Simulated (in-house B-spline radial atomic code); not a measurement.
Solving the quasi-particle equation for 2p of neutral neon

Configuration [He] 2s2 2p6, start r2SCAN; correlation leaves out the 2 deepest shells. Computed with a B-spline radial code for spherical atoms: all electrons, non-relativistic, point nucleus, each spin shell either full or empty, empty states to l = 9 with an (l + 1/2)⁻⁴ tail; G0W0 by contour deformation at full frequency.

At the mean-field level ε = -13.982 eV the matrix elements are Σx = -37.596 eV, v_xc = -28.101 eV and Σc(ε) = 1.348 eV, and the slope of the correlation self-energy is dΣc/dω = -0.1089. The quasi-particle energy solves E = ε + Σx − v_xc + Σc(E).

Question: What does the linearised equation give?

Answer: Z = 1/(1 − dΣc/dω) = 1/1.1089 = 0.9018. The first-order shift is Σx − v_xc + Σc(ε) = -37.596 − (-28.101) + (1.348) = -8.147 eV, so E ≈ ε + Z × shift = -13.982 + 0.9018 × (-8.147) = -21.329 eV.

Question: How does that compare with the full solution and with static screening?

Answer: Solving the equation at full frequency dependence gives E = -21.129 eV, where Σc = 2.348 eV and the weight is 0.844; the linearised value is off by 200 meV. Leaving Z out would give -22.129 eV. Static COHSEX puts -1.831 eV in place of Σc and gives -25.308 eV, 4.18 eV deeper. The tabulated removal energy is 21.565 eV (NIST, measured); the run leaves out relativity, Breit and QED terms.
